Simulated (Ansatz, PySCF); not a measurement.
System: AlF3, charge 0, multiplicity 1. 
Coordinates optimised at B3LYP-D3(BJ)/def2-TZVP (Ansatz, an electronic-structure program):
```
Al
F 1 1.6342
F 1 1.6342 2 120.00
F 1 1.6342 2 120.00 3 -180.00
```

Wanted: atomisation energy (electronic, to ground-state atoms), in kJ/mol. Correlated levels leave the core frozen unless marked. Open shells are spin-unrestricted. No spin-orbit coupling. No relativistic terms. The coupled-cluster limit lacks core correlation, which all-electron functionals hold. CBS(X,Y): correlation extrapolated as X^-3; Hartree-Fock from the larger set.

```tsv
level	program	atomisation energy (kJ/mol)	minus last row
HF/def2-TZVPD	PySCF	1335.5	-467.5
PBE-D3(BJ)/def2-TZVPD	Ansatz + dftd3	1779.6	-23.4
r2SCAN-D3(BJ)/def2-TZVPD	Ansatz + dftd3	1774.2	-28.8
PBE0/STO-3G	Ansatz	1641.4	-161.6
BHLYP-D4/def2-TZVPD	Ansatz + dftd4	1666.2	-136.8
CAM-B3LYP-D4/def2-TZVPD	Ansatz + dftd4	1771.1	-31.9
MP2/6-31G*	Ansatz	1773.1	-29.9
RI-MP2/aug-cc-pV(T+d)Z	Ansatz	1867.0	64.0
RI-MP2/CBS(aug-cc-pV(T+d)Z,aug-cc-pV(Q+d)Z)	Ansatz	1915.2	112.2
CCSD(T)/CBS(cc-pV(T+d)Z,cc-pV(Q+d)Z)	Ansatz	1803.0	0.0
```
